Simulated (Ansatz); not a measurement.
Two isomers of C4H6O2: A = `C=CC(=O)OC`, B = `C=C(C)C(=O)O`.

Calculated with Ansatz (gas phase, PBE0-D4/def2-TZVP geometries, no zero-point term in ΔE). CBS: MP2 limit from def2 TZ/QZ plus the TZ coupled-cluster correction, frozen cores. Functionals use def2-TZVPP. B3LYP here is the variant with VWN-RPA as its local correlation; programs differ in this. One conformer a species, not always the lowest.

A:

```xyz
12

C    -0.062   -2.485    0.171
C     0.487   -1.297    0.385
C    -0.175   -0.066   -0.094
O    -1.218   -0.014   -0.693
O     0.548    1.016    0.228
C    -0.005    2.259   -0.190
H    -1.005   -2.559   -0.360
H     0.408   -3.398    0.514
H     1.427   -1.178    0.910
H    -0.987    2.412    0.259
H     0.692    3.024    0.146
H    -0.109    2.286   -1.276
```

B:

Z-matrix (Å, degrees):
```
C
C 1 1.494
H 1 1.093 2 111.1
H 1 1.093 2 111.1 3 118.5
H 1 1.090 2 110.5 3 -120.8
C 2 1.489 1 118.9 3 -59.3
C 2 1.330 1 124.2 3 120.8
O 6 1.203 2 125.9 1 179.9
O 6 1.347 2 112.1 1 -0.1
H 7 1.083 2 120.3 1 -180.0
H 7 1.084 2 121.2 1 -0.0
H 9 0.967 6 106.1 2 -180.0
```

(1) Which is lower in electronic energy at CCSD(T)/CBS, and by how much? (An estimate is asked.)

(2) Give E(B) − E(A) in kJ/mol with B3LYP, HF/def2-TZVPP, B2PLYP, ωB97M-V, BLYP-D4, r2SCAN-D4, PBE0-D4. (Best estimate.)

(3) Does the order hold for the free energy at 298.15 K (harmonic terms from PBE0-D4)? (Best estimate.)

Largest T1 diagnostic: 0.015.

## Answers

(1) Computed: B, by 53.4 kJ/mol.

(2) The calculation gave: B3LYP -45.6, HF/def2-TZVPP -40.6, B2PLYP -49.0, ωB97M-V -53.2, BLYP-D4 -46.5, r2SCAN-D4 -53.0, PBE0-D4 -55.5. None reverses the order clearly.

(3) Ansatz gave: Yes: G(B) − G(A) = -52.2 kJ/mol, for one conformer each.

From BLYP to BHLYP (50 % exact exchange), in def2-TZVPP and without D4, E(B) − E(A) moves by −3.4 kJ/mol. Leaving LDA and LC-ωPBE aside and taking each functional with its dispersion term where it has one, the values, not all of them listed here, spread over 9.8 kJ/mol, from PBE-QIDH to BLYP-D4. LDA lies −6.6 kJ/mol from PBE without D4.
